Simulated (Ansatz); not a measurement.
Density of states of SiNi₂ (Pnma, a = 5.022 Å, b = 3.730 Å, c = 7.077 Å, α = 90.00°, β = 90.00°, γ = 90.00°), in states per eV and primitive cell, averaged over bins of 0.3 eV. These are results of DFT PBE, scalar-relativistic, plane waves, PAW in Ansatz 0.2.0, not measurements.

Plane waves to 420 eV, a k mesh through Γ of 8×10×6 on the computed 12-atom cell and Gaussian smearing (0.10 eV); no spin polarisation.

The cell is relaxed at this level. The states (both spins) are summed by tetrahedra on a 12×15×9 mesh at the self-consistent density. Energies are bin centres; the table starts no lower than −8 eV and ends at 6 eV, or lower where the solved bands end.

It is a metal at this level.

```tsv
E − E_F (eV)	total	Ni 3d	Si 3p	Ni 4s	Si 3s
-7.30	0.68	0.10	0.38	0.17	0.03
-7.00	2.98	0.52	1.51	0.71	0.19
-6.70	3.82	0.75	1.97	0.81	0.24
-6.40	4.47	1.10	2.20	0.77	0.34
-6.10	4.27	1.29	1.94	0.63	0.35
-5.80	3.28	1.13	1.44	0.43	0.23
-5.50	4.02	1.53	1.67	0.49	0.27
-5.20	4.44	1.77	1.80	0.56	0.21
-4.90	7.26	3.52	2.75	0.69	0.18
-4.60	11.36	6.49	3.93	0.58	0.17
-4.30	9.75	5.95	3.13	0.38	0.07
-4.00	11.68	7.73	3.22	0.40	0.04
-3.70	12.72	9.62	2.29	0.34	0.07
-3.40	12.84	11.08	0.86	0.37	0.06
-3.10	24.67	22.14	1.34	0.39	0.09
-2.80	18.38	16.93	0.68	0.25	0.06
-2.50	18.52	16.85	0.84	0.26	0.08
-2.20	24.43	23.07	0.60	0.18	0.08
-1.90	28.87	27.51	0.54	0.23	0.09
-1.60	30.86	29.22	0.63	0.28	0.18
-1.30	19.95	18.68	0.56	0.20	0.14
-1.00	15.36	14.43	0.47	0.14	0.11
-0.70	10.12	8.69	0.91	0.16	0.15
-0.40	4.27	3.34	0.66	0.09	0.06
-0.10	5.38	3.81	1.11	0.18	0.12
0.20	5.15	3.24	1.27	0.25	0.18
0.50	4.17	2.32	1.19	0.23	0.19
0.80	3.87	1.95	1.23	0.21	0.24
1.10	4.33	2.01	1.43	0.22	0.39
1.40	4.68	2.00	1.57	0.23	0.57
1.70	3.37	1.28	1.21	0.21	0.42
2.00	4.06	1.39	1.42	0.42	0.50
2.30	4.04	1.22	1.45	0.47	0.53
2.60	3.72	1.01	1.42	0.46	0.47
2.90	3.85	0.93	1.54	0.55	0.42
3.20	3.37	0.73	1.37	0.55	0.32
3.50	4.73	0.88	1.65	1.22	0.34
3.80	4.94	0.88	1.96	1.14	0.27
4.10	4.96	0.79	1.84	1.22	0.22
4.40	4.59	0.63	1.41	1.29	0.20
4.70	3.91	0.45	0.91	1.30	0.16
5.00	4.19	0.43	0.92	1.43	0.16
5.30	4.02	0.37	0.89	1.27	0.17
5.60	4.09	0.33	0.76	1.21	0.20
```

The columns after the total are the main Löwdin projections on the occupied valence shells of the potentials; 2 others are left out. The rest of the total lies in those, in shells that are empty in the free atom, which aren't projected, and between the atoms.

A ferromagnetic start lost its moments in a first run, so spin was left out; other magnetic orders weren't tried.

Cost: 1 run of about 11 core-minutes, on Intel Xeon Processor @ 2.50GHz (Skylake/Cascade Lake) (shared hosts).